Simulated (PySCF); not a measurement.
Gas-phase reaction: 2 FO = 2 F + O2

Method: PySCF energies (xtb for GFN2) plus ideal-gas RRHO corrections (1 bar). 'Table' is the NASA 1993 thermochemical table (part measured, part estimated). † marks an energy on the PBE0/def2-TZVP geometry and frequencies; other levels use their own. MP2 and CCSD(T) freeze the core. 6-31G* has spherical d functions here. Open shells (unrestricted): FO (multiplicity 2, electronic degeneracy 4), F (multiplicity 2, electronic degeneracy 6), O2 (multiplicity 3). GFN2 has no spin-polarisation term. Spin-orbit splitting is ignored; it lowers the true energy and changes the entropy of FO, F. B3LYP is the form with VWN-RPA correlation. MP2 isn't extrapolated to the basis-set limit; its ΔH°(298 K) is -146.1 kJ in def2-SVP and -106.6 kJ in def2-TZVPP. CCSD(T) isn't extrapolated to the basis-set limit; its ΔH°(298 K) is -114.6 kJ in def2-SVP and -80.5 kJ in def2-TZVPP. The harmonic model lacks anharmonicity and excited electronic states, which grow with temperature; levels with a mode under 35 cm⁻¹ are left out. The table's entry may be an old estimate for FO (not checked at source).

```csv
level,"ΔH°(298 K), kJ",minus table,"ΔG°(1000 K), kJ"
table,-58.8,-,-152.8
B3LYP/6-31G*,-33.1,25.7,-128.7
CCSD(T)/def2-TZVPP†,-80.5,-21.7,-176.6
GFN2-xTB,4.7,63.5,-92.5
HF/def2-TZVP†,-268.7,-209.9,-364.8
MP2/def2-SVP†,-146.1,-87.3,-242.2
MP2/def2-TZVPP†,-106.6,-47.8,-202.7
PBE/def2-TZVP†,1.0,59.8,-95.1
PBE0/def2-QZVP†,-66.5,-7.7,-162.6
PBE0/def2-SVP†,-70.1,-11.3,-166.2
PBE0/def2-TZVP,-65.8,-7.0,-161.9
LDA/def2-TZVP†,81.4,140.2,-14.7
```
